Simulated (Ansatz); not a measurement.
This geometry of C2H4N (7 atoms, charge 0, multiplicity 2) is a first-order saddle point.

The calculation used UKS PBE/def2-SVP in Ansatz 0.2.0.

```xyz
7
Properties=species:S:1:pos:R:3
C -1.011 0.257 -0.312
C 0.338 -0.011 0.222
N 1.181 -0.779 -0.367
H -1.873 -0.358 -0.004
H -1.198 1.123 -0.968
H 0.571 0.513 1.190
H 2.053 -0.813 0.193
```

Q: Which two structures does it join? (They come from a converged band through this point; their orientation in space is the band's.)

A: No bond is made or broken. The dihedral H5–C1–C2–N3 goes from -180 to 0°. The two ends are copies of one structure, up to a mirror image or an exchange of like atoms.

Image 0:

```xyz
7
Properties=species:S:1:pos:R:3
C -0.920 0.324 -0.415
C 0.340 0.078 0.168
N 0.831 -1.145 0.238
H -1.500 -0.522 -0.817
H -1.335 1.341 -0.477
H 0.888 0.968 0.560
H 1.758 -1.111 0.698
```

Image 6:

```xyz
7
Properties=species:S:1:pos:R:3
C -0.920 0.324 -0.415
C 0.340 0.078 0.168
N 0.831 -1.146 0.238
H -1.334 1.341 -0.477
H -1.500 -0.521 -0.817
H 0.887 0.967 0.560
H 1.758 -1.111 0.698
```

Q: How far does it lie above each of them?

A: 64.2 kJ/mol above the first and 64.2 kJ/mol above the second. This is the barrier of this one path; another mechanism may lie lower.

Time of the run: 60 s on 1 thread of Arm Neoverse V2, on a shared host, peak memory 0.22 GiB.
